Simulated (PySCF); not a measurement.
**Electronic absorption of C5H8**

C5H8.
SMILES with atom numbers: `[CH:1]#[C:2][CH:3]([CH3:4])[CH3:5]` (hydrogens: H6 on C1; H7 on C3; H8, H9, H10 on C4; H11, H12, H13 on C5)

Computed, not measured: TDDFT CAM-B3LYP/def2-SVPD, vertical, gas phase, core orbitals frozen in the response (PySCF 2.14.0, density-fitted response routines). Geometry: GFN2-xTB; no solvent, vibrations or thermal averaging.

| state | λ (nm) | E (eV) | f | \|μ\| (D) | symmetry | main configurations (H = HOMO, L = LUMO) |
| --- | --- | --- | --- | --- | --- | --- |
| S1 | 185.1 | 6.70 | 0.0004 | 0.12 | – | H-1→L+4 (20%), H→L+5 (18%), H-1→L+1 (13%) |
| S2 | 178.2 | 6.96 | 0.0008 | 0.17 | – | H-1→L+5 (26%), H-1→L+2 (19%), H→L+4 (14%) |
| S3 | 178.1 | 6.96 | 0.0047 | 0.42 | A″ | H→L+5 (38%), H→L+2 (27%), H-1→L+4 (8%) |
| S4 | 163.7 | 7.57 | 0.054 | 1.37 | A′ | H→L (67%), H→L+1 (25%) |
| S5 | 163.3 | 7.59 | 0.062 | 1.47 | A″ | H-1→L (61%), H-1→L+1 (32%) |
| S6 | 146.6 | 8.46 | 0.053 | 1.29 | A′ | H→L+1 (51%), H→L+4 (34%) |
| S7 | 146.0 | 8.49 | 0.0002 | 0.09 | – | H-1→L+4 (42%), H-1→L+1 (41%) |
| S8 | 139.9 | 8.86 | 0.0076 | 0.47 | A″ | H-1→L+3 (66%), H-1→L+4 (18%) |

Triplets, Tamm–Dancoff:

```csv
state,E (eV),λ (nm),"main configurations (H = HOMO, L = LUMO)"
T1,5.56,223.1,"H-1→L+5 (25%), H→L+4 (18%), H-1→L+2 (15%)"
T2,6.06,204.4,"H→L+5 (25%), H-1→L+4 (18%), H→L+2 (16%)"
T3,6.07,204.4,"H-1→L+5 (32%), H-1→L+2 (20%), H→L+4 (14%)"
```

The lowest singlet comes at 185 nm (646 kJ/mol) in the vacuum ultraviolet; it is dark (f under 0.0005); its leading configuration is HOMO-1→LUMO+4 (20%). The strongest level in the table is S5 at 7.59 eV (163 nm, f = 0.062). S2/S3 lie within about 0.01 eV of each other. Löwdin shares by element: HOMO (one of a set within 0.03 eV) carbon 87% or more, hydrogen 4% or more; LUMO carbon 51% or more (atoms not listed hold the other 49%). Weighted by f, the mean energy of these states is 7.87 eV. The oscillator strengths of these states sum to 0.183; summed over the whole spectrum of an exact calculation they would give the number of electrons, 38 (Thomas–Reiche–Kuhn). Of the 8 states listed, 3 reach f = 0.01 and 2 stay under 0.0005. No computed singlet lies in the visible range (380 to 750 nm); the lowest, at 185 nm, stands 3.44 eV above its violet end (3.26 eV). Symmetry labels in Cs follow from the direction of the transition dipole and are given only for states with f of 0.002 or more. Singlets were solved by full linear response, triplets in the Tamm–Dancoff approximation.
